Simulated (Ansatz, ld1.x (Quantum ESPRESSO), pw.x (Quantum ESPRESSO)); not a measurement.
## tantalum: does the PAW potential hold in the solid?

tantalum (Ta), PAW, made with ld1.x (Quantum ESPRESSO) 7.5 (PBEsol, scalar-relativistic). Core [Xe] 4f14, reference 5d3.5 6s1.5 6p0. Waves: 6s (bound): rcut 2.15, rcutus 2.85 bohr; 6s channel at 0.05 Ry: rcut 2.15, rcutus 2.85 bohr; 6p (bound, empty): rcut 3.10, rcutus 3.90 bohr; 6p channel at 0.65 Ry: rcut 3.10, rcutus 3.90 bohr; 5d (bound): rcut 2.15, rcutus 2.55 bohr; 5d channel at 1.7 Ry: rcut 2.15, rcutus 2.55 bohr. Local part: all-electron potential smoothed inside 2.55 bohr (lloc = -2). Core correction: Bessel-smoothed model core inside 1.80 bohr. Augmentation charge: BESSEL, radius 1.85 bohr.

Crystal test: fcc Ta in pw.x 7.5, no spin, 14³ k-points, Fermi–Dirac smearing 0.01 Ry, cutoffs 40/320 Ry. The reference is all-electron LAPW (Ansatz 0.2.0) with the same functional, mesh and smearing; V0 and B0 come from Birch–Murnaghan fits to the pressures at five volumes. Errors are pseudo minus all-electron; Δ is the rms difference of the E(V) curves that follow from these fits, minima aligned, over ±6 % about the mean V0. Mesh and smearing are coarse, so the numbers serve the comparison and aren't converged zero-temperature values; the lattice is a test structure that the element need not adopt.

```csv
V (Å³/atom),P all-electron (GPa),P pseudo (GPa)
17.367,10.42,13.41
17.824,4.57,6.96
18.281,-0.64,1.20
18.738,-5.27,-3.95
19.195,-9.40,-8.52
```

All-electron: a0 = 4.177 Å (V0 = 18.22 Å³/atom), B0 = 198.7 GPa.

Pseudopotential: mean pressure error (GPa): +1.89; a0 (Å): 4.189; a0 error (%): +0.29; B0 error (%): +7.3; Δ (meV/atom): 7.6. The largest radius (3.90 bohr) exceeds half the bond length (2.79 bohr), so the spheres overlap, which is one possible source of error among others.

At the middle volume, how do free energy and pressure move when the wave cutoff is lowered (ecutrho held at 320 Ry)?

```tsv
cutoff (Ry)	shift of F (meV/atom)	shift of P (GPa)
18	+77.3	+1.15
24	+12.4	-0.50
32	+2.1	+0.06
```

The run at the middle volume (104 k-points, 16 iterations) took about 19 s on one core of a shared host (Neoverse-V1, 32 threads, 247 GiB, load 12).
